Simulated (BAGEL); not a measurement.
# C2HCl3 (trichloroethylene): B3LYP/6-31G(d) (density fitting with cc-pvqz-jkfit, spherical functions)

What is the energy change on altering one bond length of C2HCl3 (trichloroethylene) at B3LYP/6-31G* (density fitting with cc-pvqz-jkfit, spherical functions)? 

The results are computed with BAGEL 1.2.2.

3 further runs of the same task are left out: 3 set aside as unsound or not needed.

**1. The structure to begin with**

C2HCl3 has 6 atoms, charge 0, and is taken as a singlet. SMILES: `ClC=C(Cl)Cl`. The coordinates come from a PBE0-D4/def2-TZVP relaxation.

Bond lengths: Cl1–C2 1.701 Å, C2–C3 1.329 Å, C3–Cl4 1.702 Å, C3–Cl5 1.714 Å, C2–H6 1.081 Å. Angles: Cl1–C2–C3 123.8°, C2–C3–Cl4 124.1°, C2–C3–Cl5 120.1°, Cl4–C3–Cl5 115.8°, Cl1–C2–H6 115.6°, C3–C2–H6 120.6°.

**2. A single-point energy at B3LYP/6-31G(d) (density fitting with cc-pvqz-jkfit, spherical functions)**

input.json

```json
{ "bagel" : [

{
  "title" : "molecule",
  "basis" : "6-31gs.json",
  "df_basis" : "cc-pvqz-jkfit",
  "angstrom" : true,
  "geometry" : [
    { "atom" : "Cl", "xyz" : [   -0.086050,   -1.850510,    1.071670 ] },
    { "atom" : "C", "xyz" : [    0.267110,   -0.248280,    0.621290 ] },
    { "atom" : "C", "xyz" : [   -0.168550,    0.318890,   -0.498910 ] },
    { "atom" : "Cl", "xyz" : [   -1.143180,   -0.468680,   -1.650530 ] },
    { "atom" : "Cl", "xyz" : [    0.246250,    1.942420,   -0.857320 ] },
    { "atom" : "H", "xyz" : [    0.884420,    0.306170,    1.313800 ] }
  ]
},
{ "title" : "ks", "xc_func" : "b3lyp", "charge" : 0 },
{ "title" : "print", "file" : "orbitals.molden", "orbitals" : true }

]}
```

The basis set 6-31G* is read from a file made from the Basis Set Exchange's data (not shown).

On the command line:

```sh
$ BAGEL_NUM_THREADS=1 BAGEL input.json > input.out
```

What it wrote:

```text
* using 1 threads per process

  ===============================================================
  ===============================================================

  *** Geometry ***

  { "atom" : "Cl", "xyz" : [     -0.162611,     -3.496957,      2.025163 ] },
  { "atom" : "C", "xyz" : [      0.504765,     -0.469181,      1.174068 ] },
  { "atom" : "C", "xyz" : [     -0.318513,      0.602615,     -0.942803 ] },
  { "atom" : "Cl", "xyz" : [     -2.160297,     -0.885677,     -3.119050 ] },
  { "atom" : "Cl", "xyz" : [      0.465345,      3.670642,     -1.620100 ] },
  { "atom" : "H", "xyz" : [      1.671312,      0.578577,      2.482722 ] },

  Number of auxiliary basis functions:      707

  Since a DF basis is specified, we compute 2- and 3-index integrals:
    o Being stored without compression. Storage requirement is 0.040 GB

  Number of basis functions:       84
  Number of electrons      :       64

    * METHOD: MOLECULE                             0.49

  *** Kohn-Sham DFT ***

    * Removing 11486 points whose weight is below 1.00e-10
    * Grid points: 77950

  === Nuclear Repulsion ===
   319.8818807990

       - DIIS with orbital gradients will be used.

  === KS iteration (b3lyp / 6-31gs.json) ===
      0      -1429.59815194          0.14432208           0.35
      1      -1407.49502349          0.15080181           0.33
      2      -1404.81857885          0.15022641           0.33
      3      -1455.57682786          0.05589780           0.33
      4      -1457.12467131          0.01865706           0.33
      5      -1457.23238720          0.01416504           0.33
      6      -1457.34810419          0.00257737           0.33
      7      -1457.35184320          0.00115460           0.33
      8      -1457.35246366          0.00036388           0.33
      9      -1457.35262673          0.00007327           0.33
     10      -1457.35263249          0.00001726           0.33
     11      -1457.35263266          0.00001517           0.33
     12      -1457.35263275          0.00000592           0.33
     13      -1457.35263277          0.00000321           0.33
     14      -1457.35263277          0.00000073           0.33
     15      -1457.35263277          0.00000021           0.33
     16      -1457.35263277          0.00000009           0.33
     17      -1457.35263277          0.00000002           0.33
     18      -1457.35263277          0.00000000           0.33
    * SCF iteration converged.

    * Permanent dipole moment:
           (   -0.205945,    -0.160596,    -0.247070) a.u.

    * METHOD: KS                                   6.60

    * METHOD: PRINT                                0.01

  ===============================================================
```

It took 7.5 s on 1 thread of Arm Neoverse V2, shared host; peak memory 0.38 GiB.

**3. The distorted shape**

input.json

```json
{ "bagel": [

{
  "title": "molecule",
  "basis": "6-31gs.json",
  "df_basis": "cc-pvqz-jkfit",
  "angstrom": "true",
  "geometry": [
    { "atom": "Cl", "xyz": [   -0.826830,   -2.515857,    0.240649 ] },
    { "atom": "C", "xyz": [   -0.473670,   -0.913627,   -0.209731 ] },
    { "atom": "C", "xyz": [   -0.909330,   -0.346457,   -1.329931 ] },
    { "atom": "Cl", "xyz": [   -1.883960,   -1.134027,   -2.481551 ] },
    { "atom": "Cl", "xyz": [   -0.494530,    1.277073,   -1.688341 ] },
    { "atom": "H", "xyz": [    0.884420,    0.306170,    1.313800 ] }
  ]
},
{
  "title": "ks",
  "xc_func": "b3lyp"
},
{
  "title": "print",
  "file": "orbitals.molden",
  "orbitals": "true"
}

]}
```

The basis set 6-31G* is read from a file made from the Basis Set Exchange's data (not shown).

On the command line:

```sh
$ BAGEL_NUM_THREADS=1 BAGEL input.json > input.out
```

What it wrote:

```text
* using 1 threads per process

  ===============================================================
  ===============================================================

  *** Geometry ***

  { "atom" : "Cl", "xyz" : [     -1.562482,     -4.754281,      0.454761 ] },
  { "atom" : "C", "xyz" : [     -0.895107,     -1.726505,     -0.396334 ] },
  { "atom" : "C", "xyz" : [     -1.718385,     -0.654709,     -2.513205 ] },
  { "atom" : "Cl", "xyz" : [     -3.560168,     -2.143000,     -4.689452 ] },
  { "atom" : "Cl", "xyz" : [     -0.934526,      2.413318,     -3.190502 ] },
  { "atom" : "H", "xyz" : [      1.671312,      0.578577,      2.482722 ] },

  Number of auxiliary basis functions:      707

  Since a DF basis is specified, we compute 2- and 3-index integrals:
    o Being stored without compression. Storage requirement is 0.040 GB

  Number of basis functions:       84
  Number of electrons      :       64

    * METHOD: MOLECULE                             0.49

  *** Kohn-Sham DFT ***

    * Removing 10631 points whose weight is below 1.00e-10
    * Grid points: 78805

  === Nuclear Repulsion ===
   315.3201787899

       - DIIS with orbital gradients will be used.

  === KS iteration (b3lyp / 6-31gs.json) ===
      0      -1430.02763455          0.14327568           0.37
      1      -1409.06314685          0.14657124           0.34
      2      -1404.62260647          0.14958203           0.34
      3      -1449.98823785          0.07998339           0.34
      4      -1450.00717871          0.08208912           0.34
      5      -1456.80654195          0.02374956           0.34
      6      -1456.74217057          0.02360791           0.34
      7      -1457.02135220          0.01234697           0.34
      8      -1457.13113860          0.00526399           0.35
      9      -1457.16657484          0.00143860           0.35
     10      -1457.16778410          0.00052470           0.35
     11      -1457.16808481          0.00018959           0.34
     12      -1457.16811968          0.00005540           0.34
     13      -1457.16812194          0.00001728           0.34
     14      -1457.16812210          0.00000737           0.34
     15      -1457.16812213          0.00000769           0.34
     16      -1457.16812217          0.00000047           0.34
     17      -1457.16812217          0.00000054           0.34
     18      -1457.16812217          0.00000018           0.34
     19      -1457.16812217          0.00000005           0.34
     20      -1457.16812217          0.00000002           0.34
     21      -1457.16812217          0.00000001           0.34
    * SCF iteration converged.

    * Permanent dipole moment:
           (   -0.012302,     0.144529,    -0.116266) a.u.

    * METHOD: KS                                   7.89

    * METHOD: PRINT                                0.01

  ===============================================================
```

Run time: 8.7 s. Hardware: 1 thread of Arm Neoverse V2, shared host; peak memory 0.38 GiB.

**4. Summary of results**

At B3LYP/6-31G* (density fitting with cc-pvqz-jkfit, spherical functions):

```
                                                         quantity           value
                                        first shape: total energy  -1457.35263 Eh
                                       first shape: dipole moment          0.91 D
                                         first shape: HOMO energy        -7.00 eV
                                         first shape: LUMO energy        -0.70 eV
                                       first shape: HOMO–LUMO gap         6.30 eV
                                    distorted shape: total energy  -1457.16812 Eh
                                   distorted shape: dipole moment          0.47 D
                                     distorted shape: HOMO energy        -7.11 eV
                                     distorted shape: LUMO energy        -4.38 eV
                                   distorted shape: HOMO–LUMO gap         2.73 eV
energy change with the C2–H6 bond stretched from 1.081 to 2.378 Å        5.021 eV
```

What this shows: One bond (distorted shape) is far stretched, which a spin-restricted single reference describes badly; a broken-symmetry solution may lie lower. With the C2–H6 bond stretched from 1.081 to 2.378 Å the energy rises by 5.02 eV (484 kJ/mol). The first shape isn't relaxed at this level, so the change isn't measured from a minimum. A restricted reference can't describe the breaking bond well at this length.
